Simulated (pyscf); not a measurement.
silanone (O=SiH₂) + H atom (H•) → [O=SiH]• + hydrogen (H₂), a hydrogen abstraction (doublet surface; H–Si broken, H–H formed). Single points on ωB97X-D3(BJ)/def2-SVP structures (PySCF, gas phase). Energies in kcal/mol from the separated reactants.

AM1 to PM7: differences of heats of formation from MOPAC, which are fitted to 298 K values and so differ in kind from electronic energies by zero-point and thermal terms. Open shells are spin-unrestricted. 

Q: Quick PM7 single points give ΔE‡ = 20.4 kcal/mol and ΔE = -50.2 kcal/mol. What does ωB97M-D3(BJ)/def2-TZVP give, and how far is the quick result from it?

A: ωB97M-D3(BJ)/def2-TZVP gives ΔE‡ = 4.2 kcal/mol and ΔE = -20.5 kcal/mol. PM7 lies 16.1 kcal/mol over it in the barrier and 29.7 kcal/mol under it in the reaction energy, so on this step it does not hold to within 3.0 kcal/mol. ωB97M-D3(BJ)/def2-TZVP has limits of its own. This is the saddle that the search found; another between the same sides may lie lower. The angle at the transferred H is 178°.
